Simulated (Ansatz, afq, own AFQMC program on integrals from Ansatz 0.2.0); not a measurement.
## Where AFQMC and coupled cluster stand for O, triplet

A free O atom.

Basis aug-cc-pVTZ. Only valence electrons are correlated. AFQMC by an in-house program on the Cholesky factors that Ansatz 0.2.0 writes for its CCSD(T) run. The CISD trial takes its coefficients from CCSD amplitudes. Released means that phaseless walkers are propagated on without the constraint, phases kept. Free projection: walkers drawn from exp(T), propagated without any constraint. Its projection time is finite, and what remains of the start isn't in its error. Error bars are statistical, one sigma.

Determinant: UHF, the one that the program's search chose, which needn't be the lowest solution.

Full CI is exact in this basis; its frozen core comes from its own orbitals, which moves totals by up to a few meV.

Cautions: full CI with its own frozen core.

```
T1 diagnostic                               : 0.0077
weight of the determinant in the CISD state : 0.962
⟨S²⟩ of the determinant                     : 2.009
size of the correlated space                : 6 electrons in 45 orbitals
```

```json
{"level": "MP2", "correlation energy (eV)": "-3.9813"}
{"level": "CCSD", "correlation energy (eV)": "-4.4229"}
{"level": "CCSD(T)", "correlation energy (eV)": "-4.5163"}
```

**Question.** Estimate where phaseless AFQMC with the Hartree–Fock trial lies against CCSD(T) on the same integrals.

**Answer.** 8.5 ± 1.5 kJ/mol above CCSD(T).

Reference: full CI, correlation energy -4.524 eV. The released energy is read at 2.40 1/Eh (meV from the phaseless value at times in 1/Eh: -1.9 ± 0.9 at 0.24, -1.4 ± 0.8 at 0.51, -10 ± 3 at 0.99, -4.9 ± 1.4 at 1.62, -6.8 ± 1.8 at 2.40).

```json
{"level": "CCSD(T)", "E − E(reference) (kJ/mol)": "0.7", "share of correlation (%)": "99.83"}
{"level": "CCSDT", "E − E(reference) (kJ/mol)": "-0.2", "share of correlation (%)": "100.04"}
{"level": "CCSDT(Q)", "E − E(reference) (kJ/mol)": "-0.4", "share of correlation (%)": "100.08"}
{"level": "ph-AFQMC/HF", "E − E(reference) (kJ/mol)": "9.3 ± 1.5", "share of correlation (%)": "97.88"}
{"level": "ph-AFQMC/CISD", "E − E(reference) (kJ/mol)": "0.2 ± 0.1", "share of correlation (%)": "99.95"}
{"level": "released AFQMC", "E − E(reference) (kJ/mol)": "-0.4 ± 0.2", "share of correlation (%)": "100.10"}
{"level": "free AFQMC", "E − E(reference) (kJ/mol)": "-0.6 ± 0.2", "share of correlation (%)": "100.15"}
```

CCSDT and higher add their correlation energy to the determinant of the CCSD(T) run, since their own runs factorise the integrals more tightly (a shift of under 2 meV). Free projections are given only where their last times agree within the noise and don't stop above the reference; a slow remainder of the start can still hide under it. A walk keeps the symmetry of its determinant, which the program's search chose and which needn't be the lowest solution, so a lower state of the same spin and another symmetry isn't excluded. Released energies are given only where the last usable release times agree within the noise; a slower fall can still hide under it.
